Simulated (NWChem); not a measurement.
Program: NWChem. System: H2Si, charge 0, spin multiplicity 1, at a geometry optimised with PBE/def2-SVP. The structure started from a generated list of species. Level: MP2/def2-TZVP, 5 core orbitals frozen.

Input file:

```
start mol
memory heap 200 mb stack 900 mb global 1100 mb
geometry units angstroms nocenter noautoz
  Si     0.000000     0.000000     0.136322
  H      1.100063     0.000000    -0.954257
  H     -1.100063     0.000000    -0.954257
  symmetry group C2v
end
basis spherical
  * library def2-tzvp
end
scf
  rhf
  nopen 0
  maxiter 100
  thresh 1e-7
  semidirect memsize 60000000 filesize 0
end
mp2
  freeze core 5
end
task mp2 energy
```

Part of the output:

```
             Northwest Computational Chemistry Package (NWChem) 7.3.0
             --------------------------------------------------------

                                NWChem Input Module
                                -------------------

 Scaling coordinates for geometry "geometry" by  1.889725989
 (inverse scale =  0.529177249)

 Turning off AUTOSYM since
 SYMMETRY directive was detected!

                             Geometry "geometry" -> ""
                             -------------------------

 Output coordinates in angstroms (scale by  1.889725989 to convert to a.u.)

  No.       Tag          Charge          X              Y              Z
 ---- ---------------- ---------- -------------- -------------- --------------
    1 Si                  14.0000     0.00000000     0.00000000     0.13632200
    2 H                    1.0000     1.10006300     0.00000000    -0.95425700
    3 H                    1.0000    -1.10006300     0.00000000    -0.95425700

 Effective nuclear repulsion energy (a.u.)       9.8058239372

            Nuclear Dipole moment (a.u.)
            ----------------------------
        X                 Y               Z
 ---------------- ---------------- ----------------
     0.0000000000     0.0000000000    -0.0000113384

      Symmetry information
      --------------------

 Group name             C2v
 Group number             16
 Group order               4
 No. of unique centers     2

      Symmetry unique atoms

     1    2


 Summary of "ao basis" -> "" (spherical)
 ------------------------------------------------------------------------------
       Tag                 Description            Shells   Functions and Types
 ---------------- ------------------------------  ------  ---------------------
 *                         def2-tzvp                  on all atoms

 Summary of "ao basis" -> "ao basis" (spherical)
 ------------------------------------------------------------------------------
       Tag                 Description            Shells   Functions and Types
 ---------------- ------------------------------  ------  ---------------------
[...]
     1   1 0 0      0.000000      0.000000      0.000000
     1   0 1 0      0.000000      0.000000      0.000000
     1   0 0 1     -0.032973      0.000000     -0.000011

     2   2 0 0    -12.267839      0.000000      8.642966
     2   1 1 0      0.000000      0.000000      0.000000
     2   1 0 1      0.000000      0.000000      0.000000
     2   0 2 0     -9.168362      0.000000      0.000000
     2   0 1 1     -0.000000      0.000000      0.000000
     2   0 0 2    -13.960417      0.000000      7.432758

                   NWChem MP2 Semi-direct Energy/Gradient Module
                   ---------------------------------------------

  Basis functions       =     49
  Molecular orbitals    =     49
  Frozen core           =      5
  Frozen virtuals       =      0
  Active alpha occupied =      3
  Active beta occupied  =      3
  Active alpha virtual  =     41
  Active beta virtual   =     41
  Use MO symmetry       = T
  Use skeleton AO sym   = T

  AO/Fock/Back tols     =   1.0D-09  1.0D-09  1.0D-09

 GA uses MA = F    GA memory limited = T

 Available:
  local mem=  1.26D+08
 global mem=  1.44D+08
 local disk=  0.00D+00
  mp2_memr nvloc                    41
  nvloc new                    41
   1 passes of   3:        3145728                      11045                    516467.
   1 passes of   3: M    126152897           G      144174398           F     123007169.

 Semi-direct pass number   1 of   1  for RHF alpha+beta  at        0.5s
  vrange nnbf                  1225
  mp2_eaftype                    10  avail_ma_in_mb                  1099
 EAF : mp2_eaftype filesize          10     258233.
  mp2_eaf for mointskh                     10
Node 0 wrote      1.2 Mb in      0.0 s     Agg I/O rate:  1142.9 Mb/s
 Done moints_semi at        1.4s
  mp2_eaftype                    10  avail_ma_in_mb                  1089
 EAF : mp2_eaftype filesize          10     258233.
  mp2_eaf for kh                    10
 Done maket at        1.4s
 Done multipass loop at        1.4s

          -------------------------------------------
          SCF energy                -290.024999992868
          Correlation energy          -0.102419099863
          Singlet pairs               -0.086087359918
          Triplet pairs               -0.016331739945
          Total MP2 energy          -290.127419092731
          -------------------------------------------

          ---------------------------------------------------
                    Spin Component Scaled (SCS) MP2
          Same spin pairs                     -0.010887826630
          Same spin scaling factor             0.333333333333
          Opposite spin pairs                 -0.091531273233
          Opposite spin scaling fact.          1.200000000000
          SCS-MP2 correlation energy          -0.113466803423
          Total SCS-MP2 energy              -290.138466796291
          ---------------------------------------------------

 -----------------------
 Performance information
 -----------------------

 Timer overhead =  2.04D-07 seconds/call

               Nr. of calls         CPU time (s)                 Wall time (s)                GFlops
             ---------------    -------------------     ------------------------------   -------------------
Name         Min   Avg   Max    Min     Avg     Max     Min     Avg     Max   Mx/calls   Min     Max     Sum
mp2: moin     1     1     1   0.88    0.88    0.88     0.88    0.88    0.88    0.88      0.0     0.0     0.0
mp2: make     1     1     1   2.15E-2 2.15E-2 2.15E-2  2.15E-2 2.15E-2 2.15E-2 2.15E-2   0.0     0.0     0.0
mp2: tota     1     1     1   0.96    0.96    0.96     0.96    0.96    0.96    0.96      0.0     0.0     0.0

 The average no. of pstat calls per process was 3.00D+00
 with a timing overhead of 6.11D-07s

 Task  times  cpu:        1.4s     wall:        1.4s

 Total times  cpu:        1.4s     wall:        1.4s
```
